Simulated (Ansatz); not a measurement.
Reaction (formal hydrolysis of a C–C bond): `C=CCC=O` + H₂O → `O=CCO` + `C=C`

Computed with Ansatz on PBE0-D4/def2-TZVP structures; ΔE is electronic, products minus reactants. CBS: MP2 limit from def2 TZ/QZ plus the TZ coupled-cluster correction, frozen cores. This one scheme is used for every species. Functionals use def2-TZVPP. One conformer a species, not always the lowest.

Question: Is it downhill or uphill in electronic energy at CCSD(T)/CBS, and by how much? (Best estimate.)

Answer: Ansatz gave: Uphill: ΔE = +51.8 kJ/mol.

Question: What do these levels give: PBE-D4, r2SCAN-D4, ωB97M-V, B2PLYP, PBE, MP2/def2-TZVPP, SCS-MP2/def2-TZVPP, CCSD/def2-TZVPP, CCSD(T)/def2-TZVPP, MP2/def2-QZVPP, SCS-MP2/def2-QZVPP, HF/CBS(def2)? (An estimate is asked.)

Answer: Ansatz gave: PBE-D4 42.6, r2SCAN-D4 42.0, ωB97M-V 43.2, B2PLYP 43.2, PBE 39.4, MP2/def2-TZVPP 56.1, SCS-MP2/def2-TZVPP 51.0, CCSD/def2-TZVPP 47.2, CCSD(T)/def2-TZVPP 48.0, MP2/def2-QZVPP 58.5, SCS-MP2/def2-QZVPP 53.4, HF/CBS(def2) 37.4 kJ/mol.

Largest T1 diagnostic among the species: 0.014.

In def2-TZVPP, CCSD(T) changes the Hartree–Fock value by +11.3 kJ/mol (the triples alone add +0.8 kJ/mol) and MP2 by +19.4 kJ/mol. The D4 term adds +4.8 kJ/mol with B3LYP and +2.9 kJ/mol with PBE0; it sums over pairs of atoms, weighted by their polarisabilities, and B3LYP, whose exchange is more repulsive, gets the larger term.

B3LYP here is the variant with VWN-RPA as its local correlation; programs differ in this.
